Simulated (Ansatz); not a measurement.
A nudged elastic band was laid between two geometries of CH2F + CH4O (10 atoms, charge 0, multiplicity 2).

All numbers below come from Ansatz, UKS PBE-D4/def2-SVP.

* movable images: 5
* climbing image: yes
* spring: 5.0 eV/Å²
* optimiser: quadratic models (default)
* start path: through a guess of the saddle point
* force threshold: 0.05 eV/Å
* iteration limit: 60
* end points: relaxed

First end point:

```xyz
10
Properties=species:S:1:pos:R:3
H -0.466 -0.810 0.013
O 0.258 -1.339 0.431
C 1.295 -0.442 0.752
C -1.466 0.641 -0.886
F -0.604 1.653 -0.737
H 0.997 0.347 1.487
H 2.115 -1.029 1.216
H 1.726 0.083 -0.136
H -1.493 0.200 -1.898
H -2.362 0.695 -0.243
```

Last end point:

```xyz
10
Properties=species:S:1:pos:R:3
H -1.140 -0.442 -0.277
O 0.487 -1.455 0.676
C 1.399 -0.501 0.932
C -1.407 0.443 -0.900
F -0.337 1.333 -0.908
H 1.335 -0.046 1.960
H 2.461 -0.763 0.677
H 1.127 0.368 0.251
H -1.624 0.117 -1.939
H -2.300 0.946 -0.471
```

**Question.** What changes between the two ends?

**Answer.** Bonds broken: H1–O2. Bonds formed: H1–C4. CH2F + CH4O becomes CH3F + CH3O.

**Question.** What energy profile does the band end with?

**Answer.** The run converged. The highest image is number 3 of 0 to 6, 4.1 kcal/mol above the first end and 4.0 kcal/mol above the last; the last end lies 0.1 kcal/mol above the first. A vibrational analysis at the climbing image gives one clearly imaginary mode, 934i cm⁻¹: a first-order saddle point.

```json
{"image": "0", "path coordinate (Å)": "0.00", "energy (kcal/mol)": "0.0", "H1–O2 (Å)": "0.99", "H1–C4 (Å)": "1.98"}
{"image": "1", "path coordinate (Å)": "0.39", "energy (kcal/mol)": "0.0", "H1–O2 (Å)": "0.99", "H1–C4 (Å)": "2.01"}
{"image": "2", "path coordinate (Å)": "0.79", "energy (kcal/mol)": "0.3", "H1–O2 (Å)": "1.00", "H1–C4 (Å)": "1.78"}
{"image": "3", "path coordinate (Å)": "1.18", "energy (kcal/mol)": "4.1", "H1–O2 (Å)": "1.25", "H1–C4 (Å)": "1.28"}
{"image": "4", "path coordinate (Å)": "1.70", "energy (kcal/mol)": "1.8", "H1–O2 (Å)": "1.74", "H1–C4 (Å)": "1.13"}
{"image": "5", "path coordinate (Å)": "2.22", "energy (kcal/mol)": "0.4", "H1–O2 (Å)": "2.06", "H1–C4 (Å)": "1.11"}
{"image": "6", "path coordinate (Å)": "2.74", "energy (kcal/mol)": "0.1", "H1–O2 (Å)": "2.14", "H1–C4 (Å)": "1.11"}
```

**Question.** What is the geometry of the highest image?

**Answer.** 
```xyz
10
Properties=species:S:1:pos:R:3
H -0.653 -0.472 -0.198
O 0.206 -1.215 0.335
C 1.245 -0.409 0.771
C -1.310 0.456 -0.787
F -0.477 1.522 -0.925
H 1.014 0.207 1.678
H 2.093 -1.085 1.042
H 1.644 0.274 -0.022
H -1.595 0.029 -1.772
H -2.169 0.693 -0.124
```

**Question.** What are the harmonic wavenumbers there?

**Answer.** 934i, 36, 101, 128, 288, 373, 633, 1052, 1082, 1095, 1121, 1136, 1153, 1189, 1338, 1372, 1401, 1444, 1472, 2861, 2927, 2949, 2970, 3081 cm⁻¹.

The run took 110 s on 2 threads of Arm Neoverse V2, with other jobs on the host, peak memory 0.18 GiB.
